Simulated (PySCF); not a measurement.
Point-charge models of trifluoromethoxymethane, `COC(F)(F)F` against its computed dipole.

Coordinates (PBE0-D3(BJ)/def2-SVP, Å) and charges (e) from the PBE0/pcSseg-1 density (PySCF):

```tsv
atom	x	y	z	Mulliken	IAO	Hirshfeld	ESP-fitted
C1	-1.163	-0.049	-0.197	-0.0696	-0.2137	-0.0328	-0.1707
O2	-0.023	0.774	-0.025	-0.4729	-0.3604	-0.1461	-0.3073
C3	1.121	0.151	0.263	+0.9310	+0.9518	+0.3108	+0.6572
F4	1.483	-0.718	-0.690	-0.2728	-0.2920	-0.1001	-0.1909
F5	2.071	1.056	0.385	-0.2372	-0.2622	-0.0869	-0.1807
F6	1.047	-0.547	1.403	-0.2731	-0.2923	-0.1007	-0.1916
H7	-1.413	-0.575	0.737	+0.1268	+0.1482	+0.0461	+0.1185
H8	-1.003	-0.782	-1.003	+0.1266	+0.1481	+0.0456	+0.1182
H9	-1.986	0.621	-0.472	+0.1412	+0.1726	+0.0641	+0.1474
```

Problem. What dipole does each set of charges give (1 e·Å = 4.803 D), and what does the density give?

Solution. The full density gives (-2.34, -0.69, -0.44) D, 2.48 D in size; dipole vectors point from the negative to the positive end.

```tsv
scheme	μx	μy	μz	size (D)	share of the full size (%)	angle to the full dipole (°)
Mulliken	-3.04	-1.02	-0.56	3.25	131	2
IAO	-3.17	-0.61	-0.62	3.28	132	5
Hirshfeld	-1.36	-0.25	-0.27	1.40	57	6
ESP-fitted	-2.38	-0.71	-0.45	2.52	102	0
```

Problem. Which set comes closest?

Solution. Length of the difference vector: ESP-fitted 0.04 D, Mulliken 0.78 D, IAO 0.85 D, Hirshfeld 1.09 D. Closest: ESP-fitted. The schemes that divide the density aren't constrained to reproduce the dipole.

Problem. What is left for the Hirshfeld atoms' own dipoles?

Solution. The shares of the density sum to the whole, so what Σ q r misses lies in dipoles about the nuclei. The atomic dipoles sum to (-2.34, -0.69, -0.44) − (-1.36, -0.25, -0.27) = (-0.98, -0.44, -0.17) D, 1.09 D in size.

Problem. With the origin at the mean of the coordinates, (0.015, -0.008, 0.045) Å, which are the largest single terms, by size, of the ESP-fitted dipole along the direction of the full one?

Solution. C3 -3.56, F5 +1.99, H9 +1.28, F6 +0.98, F4 +0.97 D; all 9 atoms together +2.52 D. The single terms depend on the origin, their sum doesn't.

Problem. Give the size of the full dipole in other units.

Solution. 2.48 D = 0.975 au = 0.516 e·Å = 8.27 × 10⁻³⁰ C·m.

Isolated species at its PBE0-D3(BJ)/def2-SVP geometry, gas phase.

The values belong to the conformer `[CH3:1][O:2][C:3]([F:4])([F:5])[F:6]`: C1–O2–C3–F4 60°.
